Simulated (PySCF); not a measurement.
Breaking a bond: SMILES C=C=O. The C1–C4 bond (C1 also carries H, H; C4 carries O) is pulled apart rigidly from the PBE0/def2-TZVP optimised geometry.

Levels of theory: RKS-PBE = PySCF with restricted PBE/cc-pVDZ; UKS-PBE = unrestricted PBE/cc-pVDZ (PySCF 2.14.0); UKS-BHandHLYP = unrestricted BHandHLYP/cc-pVDZ run with PySCF 2.14.0; UCCSD(T) = CCSD(T) on UHF/cc-pVDZ, 3 core orbitals frozen run with PySCF 2.14.0.

Energies relative to the lowest point of each curve near equilibrium, in eV; the last columns give the difference from UCCSD(T):

```csv
R / Å,RKS-PBE,UKS-PBE,UKS-BHandHLYP,UCCSD(T),RKS-PBE − UCCSD(T),UKS-PBE − UCCSD(T),UKS-BHandHLYP − UCCSD(T)
1.04,4.488,4.488,4.220,4.811,-0.323,-0.323,-0.591
1.12,1.949,1.949,1.753,2.143,-0.194,-0.194,-0.390
1.19,0.728,0.728,0.602,0.838,-0.110,-0.110,-0.237
1.23,0.330,0.330,0.245,0.402,-0.072,-0.072,-0.157
1.28,0.063,0.063,0.030,0.096,-0.033,-0.033,-0.065
1.31,0.000,0.000,0.000,0.014,-0.014,-0.014,-0.014
1.35,0.008,0.008,0.050,0.000,0.008,0.008,0.050
1.40,0.133,0.133,0.228,0.104,0.029,0.029,0.125
1.45,0.354,0.354,0.501,0.308,0.046,0.046,0.193
1.51,0.708,0.708,0.914,0.648,0.060,0.060,0.266
1.60,1.347,1.347,1.631,1.273,0.074,0.074,0.358
1.77,2.665,2.665,3.050,2.579,0.085,0.085,0.471
1.97,4.094,4.094,4.351,—,—,—,—
2.14,5.089,4.728,4.576,—,—,—,—
2.34,—,4.825,—,—,—,—,—
```

RKS-PBE is furthest from UCCSD(T) at 1.04 (-0.323 eV, below); its mean absolute difference over the points is 0.087 eV.

UKS-PBE is furthest from UCCSD(T) at 1.04 (-0.323 eV, below); its mean absolute difference over the points is 0.087 eV.

UKS-BHandHLYP is furthest from UCCSD(T) at 1.04 (-0.591 eV, below); its mean absolute difference over the points is 0.243 eV.

Dashes: no converged value, or the column stops at the first point that the program doubted or that broke a chosen test of continuity, which isn't proof of a fault.

The restricted form behind RKS-PBE keeps the bonding electrons paired and can't separate into open-shell fragments. The unrestricted determinant behind UKS-PBE is spin-contaminated at 2.14 to 4.59 Å (<S²> up to 1.0, against 0.00 for a pure singlet). The unrestricted solution behind UKS-BHandHLYP changes between 1.97 and 2.14 Å, which can leave a kink. The unrestricted determinant behind UKS-BHandHLYP, UCCSD(T) is spin-contaminated at 1.97 to 4.59 Å (<S²> up to 1.0, against 0.00 for a pure singlet).
